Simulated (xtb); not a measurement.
xtb input (GFN1-xTB):

```bash
xtb mol.xyz --gfn 1 --sp --chrg 0 --uhf 0
```
mol.xyz:
```
10

C     -0.01831353    -0.22571553     1.21152738
N     -0.01645639     0.58055635     0.00241189
C     -0.04281511    -0.21633908    -1.21261938
H      0.79457957    -0.96984525     1.25371388
H      0.06101238     0.42028397     2.08676885
H     -0.96384423    -0.76890494     1.28362309
H      0.79201558     1.18956731    -0.00340397
H      0.76900106    -0.96005667    -1.27698220
H      0.01885451     0.43641726    -2.08426242
H     -0.98965234    -0.75902850    -1.26978846
```

End of the output:

```
         :::::::::::::::::::::::::::::::::::::::::::::::::::::
         ::                     SUMMARY                     ::
         :::::::::::::::::::::::::::::::::::::::::::::::::::::
         :: total energy             -11.190930342486 Eh    ::
         :: gradient norm              0.016642519180 Eh/a0 ::
         :: HOMO-LUMO gap              7.131551024387 eV    ::
         ::.................................................::
         :: SCC energy               -11.322690616981 Eh    ::
         :: -> electrostatic           0.016131351153 Eh    ::
         :: repulsion energy           0.133942193911 Eh    ::
         :: dispersion energy         -0.002181919417 Eh    ::
         :: halogen bond corr.         0.000000000000 Eh    ::
         :: add. restraining           0.000000000000 Eh    ::
         :: total charge               0.000000000000 e     ::
         :::::::::::::::::::::::::::::::::::::::::::::::::::::

           -------------------------------------------------
          |                Property Printout                |
           -------------------------------------------------

    * Orbital Energies and Occupations

         #    Occupation            Energy/Eh            Energy/eV
      -------------------------------------------------------------
         1        2.0000           -0.7470858             -20.3292
         2        2.0000           -0.6301317             -17.1468
         3        2.0000           -0.6143133             -16.7163
         4        2.0000           -0.5586141             -15.2007
         5        2.0000           -0.5388657             -14.6633
         6        2.0000           -0.5290500             -14.3962
         7        2.0000           -0.5048492             -13.7376
         8        2.0000           -0.4846074             -13.1868
         9        2.0000           -0.4811872             -13.0938
        10        2.0000           -0.3888105             -10.5801 (HOMO)
        11                         -0.1267308              -3.4485 (LUMO)
        12                         -0.1223479              -3.3293
        13                         -0.0896853              -2.4405
        14                         -0.0729751              -1.9858
        15                         -0.0497203              -1.3530
        16                         -0.0476365              -1.2963
        17                         -0.0417356              -1.1357
        18                          0.0902436               2.4557
Note: The following floating-point exceptions are signalling: IEEE_DENORMAL
normal termination of xtb
        19                          0.1158077               3.1513
        20                          0.2481503               6.7525
        21                          0.2586558               7.0384
       ...                                ...                  ...
        26                          0.4578110              12.4577
      -------------------------------------------------------------
                  HL-Gap            0.2620797 Eh            7.1316 eV
             Fermi-level           -0.2577707 Eh           -7.0143 eV

  Mulliken/CM5 charges         n(s)   n(p)   n(d)
     1C     0.06035 -0.03105   0.979  2.961  0.000
     2N    -0.40998 -0.77817   1.463  3.947  0.000
     3C     0.06035 -0.03105   0.979  2.961  0.000
     4H     0.00864  0.06669   0.991  0.000  0.000
     5H     0.02023  0.08072   0.980  0.000  0.000
     6H     0.02023  0.08127   0.980  0.000  0.000
     7H     0.19107  0.38288   0.809  0.000  0.000
     8H     0.00864  0.06669   0.991  0.000  0.000
     9H     0.02023  0.08072   0.980  0.000  0.000
    10H     0.02023  0.08127   0.980  0.000  0.000

Wiberg/Mayer (AO) data.
largest (>0.10) Wiberg bond orders for each atom

 ---------------------------------------------------------------------------
     #   Z sym  total        # sym  WBO       # sym  WBO       # sym  WBO
 ---------------------------------------------------------------------------
     1   6 C    3.979 --     2 N    0.997     6 H    0.989     5 H    0.988
                             4 H    0.981
     2   7 N    3.001 --     1 C    0.997     3 C    0.997     7 H    0.954
     3   6 C    3.979 --     2 N    0.997    10 H    0.989     9 H    0.988
                             8 H    0.981
     4   1 H    1.004 --     1 C    0.981
     5   1 H    1.011 --     1 C    0.988
     6   1 H    1.013 --     1 C    0.989
     7   1 H    0.975 --     2 N    0.954
     8   1 H    1.004 --     3 C    0.981
     9   1 H    1.011 --     3 C    0.988
    10   1 H    1.013 --     3 C    0.989
 ---------------------------------------------------------------------------

Topologies differ in total number of bonds
Writing topology from bond orders to xtbtopo.mol

 dipole moment from electron density (au)
     X       Y       Z
   0.5615  -0.2273  -0.0066  total (Debye):    1.540

           -------------------------------------------------
          | TOTAL ENERGY              -11.190930342486 Eh   |
          | GRADIENT NORM               0.016642519180 Eh/α |
          | HOMO-LUMO GAP               7.131551024387 eV   |
           -------------------------------------------------

------------------------------------------------------------------------
------------------------------------------------------------------------
 total:
 SCF:
```
